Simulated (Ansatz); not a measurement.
C$_{3}$H$_{6}$ClF (`CCC(F)Cl`). Charge 0, multiplicity 1.

Z-matrix (Å, degrees):
```
C
C 1 1.520
H 1 1.091 2 110.4
H 1 1.091 2 111.2 3 119.9
H 1 1.093 2 111.4 3 -119.6
C 2 1.505 1 111.9 3 179.8
H 2 1.093 1 110.9 3 59.5
H 2 1.093 1 111.1 3 -59.5
Cl 6 1.781 2 111.1 1 -178.2
F 6 1.364 2 110.4 1 61.6
H 6 1.092 2 113.0 1 -59.0
```

Q: List the harmonic frequencies (cm⁻¹, unscaled) at PBE0-D4/def2-TZVP in Ansatz. (Best estimate.)

A: Ansatz gave: 112, 213, 226, 344, 402, 479, 769, 800, 917, 1002, 1080, 1144, 1154, 1267, 1299, 1356, 1397, 1409, 1468, 1490, 1500, 3056, 3072, 3099, 3117, 3133, 3146.

Q: Is this a minimum?

A: Yes, all 27 modes are real.

Q: Give the ideal-gas thermochemistry at 298.15 K and 1 bar (rigid rotor, harmonic oscillator; point group C1, symmetry number 1).

A: Zero-point energy 230.0 kJ/mol; H(298) − E = 248.0 kJ/mol; entropy 323.3 J/(mol·K), of which translation 165.8, rotation 111.5, vibration 46.0; G(298) − E = 151.6 kJ/mol.

Q: Rotational constants (cm⁻¹)?

A: 0.2552, 0.07828, 0.06361.
